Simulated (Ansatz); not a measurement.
We consider hcp Mg, described by LDA (Ansatz, a program for electronic structure, PAW).

Numerical settings: plane-wave cutoff 520 eV, 18×18×10 k mesh (along the axes of the cell as run), Fermi–Dirac smearing 0.05 eV, scalar-relativistic PAW data made under PBE.

Starting structure:

```
Mg
1.0
    3.21000     0.00000     0.00000
   -1.60500     2.77994     0.00000
    0.00000     0.00000     5.21000
Mg
2
Direct
  0.66667   0.33333   0.75000
  0.33333   0.66667   0.25000
```

Question: Into what structure does the relaxation of cell and atoms lead at this level, with the symmetry of the start kept?

Answer: The volume decreases by 7.0 %; final space group P6_3/mmc.
```
Mg
1.0
    3.13639     0.00000     0.00000
   -1.56819     2.71619     0.00000
    0.00000     0.00000     5.07378
Mg
2
Direct
  0.66667   0.33333   0.75000
  0.33333   0.66667   0.25000
```
